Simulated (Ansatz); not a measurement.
## GaAs⁺, quartet: the ladder up to UCCSDT(Q)

Geometry: a point of a stretch scan, not a stationary point.

```xyz
2

Ga    0.0000    0.0000    0.0000
As    0.0000    0.0000    3.0040
```

Basis cc-pVTZ; Ansatz 0.2.0. Correlated methods freeze the noble-gas cores and the filled d shells of p-block atoms, which leaves 7 electrons in 58 orbitals. R marks a restricted (for open shells ROHF) determinant, U an unrestricted one. Active spaces: pair = (5e, 5o) about the gap; valence = (7e, 8o) chosen from the atoms' valence shells. No spin–orbit coupling is included, and no scalar relativity.

Full CI isn't at hand for all of this; UCCSDT(Q) serves as the reference, and is uncertain by about the last step of the cluster series. The frozen core follows each run's orbitals, which can shift R against U totals by a few meV for light atoms and by up to 0.1 eV past Ca.

```
UHF ⟨S²⟩                          : 3.773
T1 diagnostic (RCCSD)             : 0.0209
largest doubles amplitude (RCCSD) : 0.072
T1 diagnostic (UCCSD)             : 0.0146
```

```tsv
level	E − E(UCCSDT(Q)) (mEh)	share of correlation (%)	wall time
UHF	133.58	2.14	–
UMP2	30.10	77.95	–
UCCSD	5.23	96.17	–
UCCSD(T)	1.02	99.25	4.1 s
UCCSDT	0.16	99.88	–
```

The correlation energy at UCCSDT(Q), counted from RHF, is -3.714 eV. That run took 39 s on 1 thread of Arm Neoverse V1, shared host.

Run but not shown, since their state or frozen core can't be matched to the reference's or they repeat it: RHF, RMP2, CISD, RCCSD, RCCSD(T), BCCD(T), RCCSDT, RCCSDT(Q), CASSCF (pair space), NEVPT2 (pair space), MRCISD (pair space), MRCISD+Q (pair space), CASSCF (valence space), NEVPT2 (valence space), MRCISD (valence space), MRCISD+Q (valence space).

Times hold each run's SCF and search for its determinant on a shared host, so for small cases they say little of a method's own cost; they ran on 1 thread of Arm Neoverse V1.

Natural occupations of CASSCF (valence space) about the gap: 1.993 1.906 1.000 1.000 1.000 0.036 0.036 0.028; effectively unpaired electrons, Σ n²(2−n)², 3.05.
